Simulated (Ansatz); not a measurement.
C₄H₆ClF, SMILES `C=CCC(F)Cl`. Total charge 0; spin multiplicity 1.

Z-matrix (Å, degrees):
```
C
C 1 1.492
C 1 1.512 2 114.1
H 1 1.098 2 110.0 3 118.6
H 1 1.092 2 110.9 3 -122.7
C 2 1.324 1 124.1 3 125.9
H 2 1.087 1 116.1 3 -54.5
F 3 1.364 1 110.1 2 59.5
Cl 3 1.778 1 112.0 2 -61.4
H 3 1.091 1 112.1 2 179.5
H 6 1.084 2 121.4 1 179.3
H 6 1.086 2 121.6 1 -0.9
```

**Question.** What are the harmonic wavenumbers in cm⁻¹ at PBE0-D4/def2-TZVP (Ansatz, finite differences of forces, unscaled)? (An estimate is asked.)

**Answer.** The calculation gave: 75, 93, 204, 320, 367, 420, 545, 700, 749, 882, 946, 966, 991, 1037, 1112, 1159, 1244, 1299, 1322, 1349, 1375, 1444, 1463, 1732, 3036, 3111, 3117, 3153, 3175, 3243.

**Question.** Is this a minimum?

**Answer.** Yes, all 30 modes are real.

**Question.** Give the ideal-gas thermochemistry at 298.15 K and 1 bar (rigid rotor, harmonic oscillator; point group C1, symmetry number 1).

**Answer.** Zero-point energy 243.0 kJ/mol; H(298) − E = 263.0 kJ/mol; entropy 345.5 J/(mol·K), of which translation 167.3, rotation 115.7, vibration 62.5; G(298) − E = 160.0 kJ/mol. Modes under 100 cm⁻¹ are hindered rotations or soft bends, so the harmonic entropy is rough.

**Question.** And at 400, 500, 600, 800 and 1000 K?

**Answer.** 
```
T (K)  H − E (kJ/mol)  S (J/mol/K)  G − E (kJ/mol)
  400           274.8        379.3           123.1
  500           288.7        410.3            83.6
  600           304.6        439.2            41.1
  800           341.0        491.3           -52.1
 1000           381.9        536.9          -155.0
```
